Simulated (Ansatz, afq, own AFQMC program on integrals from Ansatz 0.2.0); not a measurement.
## Mo, septet: AFQMC among the cluster methods

A free Mo atom.

Basis def2-TZVPP with its core potentials. Only valence electrons are correlated. Ansatz 0.2.0 and our own AFQMC program on the same integrals; the CISD trial comes from CCSD amplitudes, and released means the phaseless constraint is let go. ± is one standard error of the sampling. No spin–orbit coupling. The metal's outer-core s and p shells are frozen, which shifts wave-function levels against functionals.

Determinant: UHF, the one that the program's search chose, which needn't be the lowest solution.

No full CI on the walks' own integrals is used here; CCSDT(Q) serves as the reference and is uncertain by about the last step of the cluster series.

Cautions: no spin-orbit coupling; outer-core shells of the metal frozen; the released energies have errors that jump between times, so the bars are unsure, so no released level is given (meV from the phaseless value at times in 1/Eh: -5.2 ± 0.8 at 0.60, -6.8 ± 0.6 at 1.20, -9.3 ± 0.9 at 2.00, -8.9 ± 0.8 at 3.00, -10.3 ± 1.0 at 4.20), though the last usable value meets CCSDT(Q) within the noise.

```
T1 diagnostic                               : 0.0095
weight of the determinant in the CISD state : 0.961
⟨S²⟩ of the determinant                     : 12.003
size of the correlated space                : 6 electrons in 52 orbitals
```

```csv
level,correlation energy (eV)
MP2,-2.0994
CCSD,-2.3140
CCSD(T),-2.3712
```

(1) Estimate where phaseless AFQMC with the Hartree–Fock trial lies against CCSD(T) on the same integrals.

(1) 0.54 ± 0.31 kcal/mol above CCSD(T). The gap is under twice the noise, so this walk alone can't tell the two apart.

Reference: CCSDT(Q), correlation energy -2.379 eV.

```csv
level,E − E(reference) (kcal/mol),share of correlation (%)
CCSD(T),0.19,99.65
CCSDT,0.02,99.96
ph-AFQMC/HF,0.73 ± 0.31,98.67
ph-AFQMC/CISD,0.24 ± 0.02,99.56
```

A walk keeps the symmetry of its determinant, which the program's search chose and which needn't be the lowest solution, so a lower state of the same spin and another symmetry isn't excluded.
